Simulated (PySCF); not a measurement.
# BeH4S: the cost of one run

Computed with PySCF 2.14.0; each step states its level. No surroundings beyond the atoms listed, unless a continuum is named. Atoms count from 0, parts from 1.

### Step 1. The system as given

6 atoms, charge 0, multiplicity 1; geometry: GFN2-xTB. Parts: 1 = atoms 0–2, `[BeH2]`, charge 0; 2 = atoms 3–5, `S`, charge 0.

### Step 2. Optimising the geometry at PBE0-D3(BJ)/def2-SVPD

Job settings and geometry (Å):

```
{"job": {"xc": "PBE0", "basis": "def2-SVPD", "d3": "d3bj", "grid": 2, "kind": "geom", "shake": 0.01}, "charge": 0, "multiplicity": 1, "parts": [{"atoms": "0-2", "charge": 0, "multiplicity": 1}, {"atoms": "3-5", "charge": 0, "multiplicity": 1}]}
Be     0.151153    -0.513736    -0.288177
H     -0.921411    -0.501737     0.477100
H      1.223631     0.163393    -0.454247
S      0.107252    -2.179163    -1.662779
H      1.270364    -2.627374    -1.321426
H     -0.549321    -3.037849    -0.867364
```

Started as:

```bash
> OMP_NUM_THREADS=1 python cluster_run.py task.json out
```

One launch serves the whole session: the jobs run in the order shown.

**Question.** How long does this first job take on 1 thread of Arm Neoverse V2, shared host, and how much memory does it need?

About 10 s, with a peak of 0.35 GiB.
